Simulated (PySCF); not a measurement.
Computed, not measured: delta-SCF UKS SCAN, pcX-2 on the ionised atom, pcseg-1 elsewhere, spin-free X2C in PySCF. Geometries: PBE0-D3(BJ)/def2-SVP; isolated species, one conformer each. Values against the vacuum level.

(1) Rank by computed C 1s binding energy, lowest first.
A. C1 in `[CH2:1]=[CH:2]/[N:3]=[CH:4]\[CH3:5]`
B. C4 in `[C-:1]#[N+:2][CH2:3][CH2:4][CH3:5]`
C. C2 in `[H]/[N:1]=[CH:2]\[C@@H:3]1[CH2:4][NH:5]1`
D. C1 in `[CH2:1]=[CH:2]/[CH:3]=[N:4]\[CH3:5]`
E. C2 in `[F:1][c:2]1[n:3][cH:4][s:5][n:6]1`

(2) Order these sites by rising N 1s binding energy.
A. Nitrogen in `[C-]#[N+]CCC`
B. Nitrogen in `C=C/C=N\C`
C. Nitrogen in `C=C/N=C\C`
D. N3 in `[F:1][c:2]1[n:3][cH:4][s:5][n:6]1`

Results:

(1) A (289.76 eV), D (290.60 eV), B (291.31 eV), C (291.90 eV), E (295.14 eV).

From the lowest up, the atoms are bonded to: C (double bond) and 2 H (289.76); C (double bond) and 2 H (290.60); 2 C and 2 H (291.31); N (double bond), C and H (291.90); F and 2 N (aromatic in the SMILES) (295.14).

(2) B (404.15 eV), C (404.71 eV), D (405.95 eV), A (406.28 eV).

The highest is bonded to C (triple bond) and C, the lowest to C (double bond) and C; the range is 2.13 eV.

1 of these hole states is spin-contaminated (⟨S²⟩ 0.85, against 0.75; counted from 0.85) and less certain.
